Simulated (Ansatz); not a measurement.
Born–Oppenheimer molecular dynamics of AlFHO (4 atoms, charge 0, multiplicity 2). It starts at the highest image of a converged band. Of that band: Neighbouring images differ by up to 1.5 eV, so the band resolves the path poorly. A vibrational analysis at the climbing image gives one clearly imaginary mode, 1942i cm⁻¹: a first-order saddle point.

Theory: UHF/def2-SVP (Ansatz 0.2.0).

```json
{"ensemble": "NVE (velocity Verlet)", "time step": "0.5 fs", "steps asked": "200", "starting velocities drawn for": "100 K", "seed": "9909"}
```

First frame:

```xyz
4
Properties=species:S:1:pos:R:3
O 0.312 -0.612 1.126
Al -0.122 0.123 -0.333
F -1.351 -0.019 -1.406
H 1.216 0.448 0.592
```

Task: What does the run give?

Result: All steps were run.

```json
{
 "steps done": "200",
 "time covered": "100 fs",
 "mean temperature over the second half": "3822 K",
 "spread of the potential energy over the second half": "130.1 meV per atom",
 "mean potential energy of the second half above the start": "-240.7 meV per atom"
}
```

The conserved energy stayed within 0.39 meV per atom of its start (net change -0.38 meV per atom), so the integration is sound. The kinetic energy rose, since the run started high on the potential surface and went downhill. A run of 0.1 ps of so small a system gives no equilibrium averages.

Task: What happens to the structure?

Result: Between its relaxed ends the band would form O1–H4 and break Al2–H4. These pairs go: O1–H4 1.49 → 3.34 Å, Al2–H4 1.66 → 1.57 Å. In the last frame they stand as before the step (other bonds may differ from the relaxed reactants and products). It ends as one piece, AlFHO. Pairs count as bonded within 1.25 times the sum of covalent radii (0.12 Å more for H–H). The details hang on the random start.

Task: How do temperature and energy run in time?

Result: 
```csv
time (fs),T (K),potential energy less start (eV),conserved less start (meV/atom)
0,100,0.000,0.00
5,30,0.018,0.02
10,29,0.018,0.01
15,100,0.000,0.02
20,766,-0.171,0.16
25,4404,-1.113,-0.16
30,7006,-1.787,-0.34
35,5440,-1.381,-0.20
40,2269,-0.561,-0.02
45,2246,-0.554,0.13
50,5831,-1.483,-0.33
55,6320,-1.609,-0.13
60,5982,-1.522,-0.37
65,2112,-0.520,0.07
70,740,-0.165,0.09
75,3311,-0.831,-0.09
80,6113,-1.556,-0.26
85,5037,-1.277,-0.18
90,2702,-0.673,-0.09
95,1148,-0.271,0.09
100,4051,-1.023,-0.38
```

Time of the run: 5.2 min on 1 thread of Intel(R) Xeon(R) Processor @ 2.50GHz (Skylake/Cascade Lake), on a shared host, peak memory 0.12 GiB.
